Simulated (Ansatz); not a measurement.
Born–Oppenheimer molecular dynamics of FH$_{6}$NSi (9 atoms, charge 0, multiplicity 1). It starts at the highest image of a converged band. Of that band: A structure lower than the last end lies on the path between it and the top, so the climb from that side starts below the end, which may itself be a saddle point or a shallow side well. A vibrational analysis at the climbing image gives one clearly imaginary mode, 658i cm⁻¹: a first-order saddle point.

The calculation used Ansatz 0.2.0, RKS PBE0-D4/def2-SVP.

* ensemble: NVE (velocity Verlet)
* time step: 0.5 fs
* steps asked: 200
* starting velocities drawn for: 100 K
* seed: 7435

First frame:

```xyz
9
Properties=species:S:1:pos:R:3
Si 0.073 -0.097 0.109
N 0.122 -0.175 1.988
H -0.789 -0.241 2.440
H 0.657 0.573 2.427
H 1.373 0.261 -0.518
H -0.701 1.204 -0.022
H -0.866 -1.070 -0.509
F 1.082 -1.789 0.742
H 0.710 -1.187 1.743
```

(1) How far do the bonds stretch over the last three quarters of this one trajectory? (Pairs bonded in most of those frames.)

## Answers

(1) 
```tsv
bond	mean (Å)	spread (Å)	shortest	longest
Si1–N2	1.812	0.049	1.75	1.88
Si1–H5	1.487	0.004	1.48	1.49
Si1–H6	1.508	0.021	1.47	1.54
Si1–H7	1.486	0.010	1.47	1.50
N2–H3	1.020	0.013	1.00	1.04
N2–H4	1.019	0.007	1.00	1.03
F8–H9	1.017	0.093	0.92	1.26
```

Mean temperature of the second half: 492 K. The conserved energy stayed within 0.057 meV per atom of its start (net change -0.018 meV per atom), so the integration is sound. The kinetic energy rose, since the run started high on the potential surface and went downhill. It ends in pieces (FH + H5NSi), so much of that is their flight and rotation, not heat. A run of 0.1 ps of so small a system gives no equilibrium averages. The orbitals stay closed-shell, which can raise the energy where a bond breaks towards radicals; this wasn't checked here.

Time of the run: 6.2 min on 1 thread of Arm Neoverse V2 (shared host), peak memory 0.13 GiB.
